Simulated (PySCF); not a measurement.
Compound: C5H11N.
Structure used (GFN2-xTB), in Å, numbered top down from 1:
```xyz
17
C5H11N angstrom
C      1.8894   -1.2944    0.0175
C      1.0146   -0.4733   -0.5303
C      0.0824    0.4180    0.2398
C      0.5454    1.8701    0.1048
N     -1.2591    0.2940   -0.3167
C     -1.8755   -0.9866   -0.0433
H      2.5549   -1.8992   -0.5748
H      1.9816   -1.3938    1.0873
H      0.9262   -0.3840   -1.6040
H      0.1113    0.1306    1.3098
H      0.4851    2.1776   -0.9360
H     -0.0847    2.5282    0.7004
H      1.5734    1.9681    0.4444
H     -1.8449    1.0396    0.0489
H     -1.2727   -1.7709   -0.5011
H     -2.8689   -1.0031   -0.4885
H     -1.9656   -1.2089    1.0320
```

Computed, not measured: TDDFT PBE0/def2-SVPD, vertical, gas phase, core orbitals frozen in the response in PySCF.

Ground-to-excited transition dipoles (e·a0, same axes as the geometry; the sign carries no meaning), for the states with f of 0.002 or more among the lowest 6:

```
state  E (eV)      μx      μy      μz
   S1   5.623  -0.102   0.110   0.060
   S2   6.114   0.077  -0.041   0.135
   S3   6.896   0.169   0.093  -0.323
   S4   7.032   0.188   0.265  -0.230
   S5   7.060   0.026   0.121   0.464
   S6   7.361  -0.087  -0.512   0.095
```

Q: Work out the oscillator strengths.

A: f = (2/3) ΔE |μ|² with ΔE in hartree (27.2114 eV).

```
state  |μ|² (au)  |μ| (D)      f
   S1      0.026     0.41  0.004
   S2      0.026     0.41  0.004
   S3      0.142     0.96  0.024
   S4      0.159     1.01  0.027
   S5      0.231     1.22  0.040
   S6      0.279     1.34  0.050
```

Q: Which bond between heavy atoms lies closest to the direction of the S6 transition dipole?

A: C3–C4, at 10° from it; next N5–C6 at 16°.

Q: What angle do the transition dipoles of S3 and S5 make?

A: |cos θ| = |μa·μb| / (|μa| |μb|) = 0.74, so θ ≈ 42° (taken between 0 and 90°, since the signs are arbitrary).

Q: How is the summed strength of these states shared among x, y and z?

A: (2/3) Σ ΔE μα² gives 0.015 for x, 0.065 for y and 0.069 for z, 0.149 in all.

Q: What peak molar absorption coefficient would the strongest computed level give as a lone Gaussian band 0.4 eV wide at half height?

A: ε(max) = 2.175×10⁸ f / FWHM, with the width in cm⁻¹. S6: 2.175×10⁸ × 0.0502 / 3226 ≈ 3400 L mol⁻¹ cm⁻¹.

One conformer stands for the species.
